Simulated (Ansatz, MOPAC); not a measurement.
Species: C2F3, net charge 0, doublet state. SMILES: F[C]=C(F)F

Atoms: C1, C2, F3, F4, F5. Bonds: C1-C2, C1-F3, C2-F4, C2-F5.

Bond lengths (Å) and angles (degrees) optimised at PM3 with MOPAC; MNDO with MOPAC; PBE/6-31G* with Ansatz (a first-principles code); MP2/6-31G* with Ansatz, each started from the B3LYP-D3(BJ)/def2-TZVP structure (Ansatz) of the last column. A row stands for all coordinates that are equal there; 7 of 8 kinds are shown. 6-31G* holds six Cartesian d functions. No wavenumbers were computed at MNDO, PBE/6-31G*, MP2/6-31G*, so these may be saddle points.

```
coordinate    PM3   MNDO  PBE/6-31G*  MP2/6-31G*  B3LYP-D3(BJ)/def2-TZVP
----------  -----  -----  ----------  ----------  ----------------------
C1-C2       1.349  1.507       1.329       1.291                   1.312
C1-F3       1.290  1.284       1.320       1.317                   1.305
C2-F4       1.327  1.307       1.332       1.327                   1.319
C2-F5       1.329  1.313       1.340       1.332                   1.327
C2-C1-F3    138.4  114.7       129.2       129.5                   129.7
C1-C2-F4    125.3  120.5       122.5       123.2                   123.3
C1-C2-F5    125.9  128.1       125.3       125.2                   124.9
```

Mean signed difference of all 4 bond lengths from B3LYP-D3(BJ)/def2-TZVP: PM3 0.008 Å, MNDO 0.037 Å, PBE/6-31G* 0.015 Å, MP2/6-31G* 0.001 Å.
